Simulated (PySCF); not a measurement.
hydrogen chloride (ClH), SMILES Cl. Geometry optimised at B3LYP-D3(BJ)/def2-TZVPD.

TDA-M06-2X/def2-TZVPD run with PySCF 2.14.0 puts the lowest singlet excitations at 7.63, 7.63, 9.67, 9.67, 9.84, 9.88 eV.

### Question
What are the lowest excitation roots from ADC(2)/aug-cc-pVDZ (PySCF)? (An estimate is asked for; the answer gives what the named calculation found.)

### Answer
7.81, 7.81, 10.12, 10.12, 10.58, 10.58 eV. S1 differs by 0.18 eV (second minus first; roots are paired by order, and the bases may differ).
